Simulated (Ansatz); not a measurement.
Ansatz (a quantum-chemistry and plane-wave program) input (PBE0/aug-cc-pV(Q+d)Z): A basis named .json is the Basis Set Exchange file of that set (core-valence sets with the plain set on hydrogen).

Ansatz 0.2 input:
```yaml
crystal:
  periodic: [false, false, false]
  atoms:
    - {symbol: Si, position_ang: [-0.00000000, -0.00000000, 0.00000000]}
    - {symbol: H, position_ang: [0.87559489, 0.85467525, 0.83309847]}
    - {symbol: H, position_ang: [-0.82219976, -0.86546541, 0.87529791]}
    - {symbol: H, position_ang: [-0.88619780, 0.85452031, -0.82197187]}
    - {symbol: H, position_ang: [0.83280267, -0.84373015, -0.88642451]}
basis:
  gaussian:
    orbitals: aug-cc-pV_Q+d_Z.json
hamiltonian:
  xc: {name: PBE0}
magnetization: {spin_polarized: false}
```

Output:

```
Functional definition: PBE0
integrals: 0.12 GiB planned
685 factors; their error is unknown
mean field: 1.45 GiB planned
mean field evaluation 1: about -7938.9404 eV, gradient 1.0e1 eV
mean field evaluation 2: about -7939.2523 eV, gradient 4.8e0 eV
mean field evaluation 4: about -7939.3256 eV, gradient 5.2e-2 eV
mean field evaluation 8: about -7939.3350 eV, gradient 5.4e-5 eV
mean field -7939.33502561 eV, -291.7651807167 hartree, gradient 6.7e-5 eV, S^2 0.000000; 0 other end points of the search recorded, 0 dependent functions left out
reference -7939.33506010 eV, -291.7651819842 hartree; 9, 9 occupied and 264, 264 virtual orbitals, 685 factors
Total energy: -7939.33506010 eV, -291.7651819842 hartree
```
